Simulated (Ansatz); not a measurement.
Frontier orbitals of C₅H₁₀ (`C=CCCC`).

Cartesian coordinates in Å:
```
C 1.601 1.722 -1.219
C 1.153 1.149 -0.111
C -0.197 0.540 0.058
C -0.139 -0.948 0.395
C -1.515 -1.552 0.613
H 2.599 2.139 -1.282
H 0.979 1.796 -2.107
H 1.812 1.092 0.755
H -0.731 1.059 0.866
H -0.787 0.691 -0.853
H 0.474 -1.090 1.292
H 0.378 -1.475 -0.413
H -1.452 -2.617 0.849
H -2.137 -1.447 -0.281
H -2.037 -1.058 1.437
```

Charge 0, multiplicity 1. Geometry: relaxed with PBE0-D4/def2-TZVP. It is one conformer, not always the lowest. Basis def2-TZVPP, Ansatz 0.2.0.

Orbital energies of one run (eV). Highest occupied ones, from the top: -6.23, -7.80, -7.92, -8.24, -8.68, -9.33, -10.00, -10.35, -11.00, -11.67, -13.52, -14.50, -16.66, -18.63. Empty: -0.63, 0.57, 1.24, 1.41, 1.78, 2.06.

**Question.** Which functional gave them?
A. r2SCANh
B. ωB97M-V
C. PBE
D. ωB97X-V

**Answer.** C. HOMO energies: PBE -6.23, ωB97X-V -9.70, r2SCANh -6.84, ωB97M-V -9.61 eV.
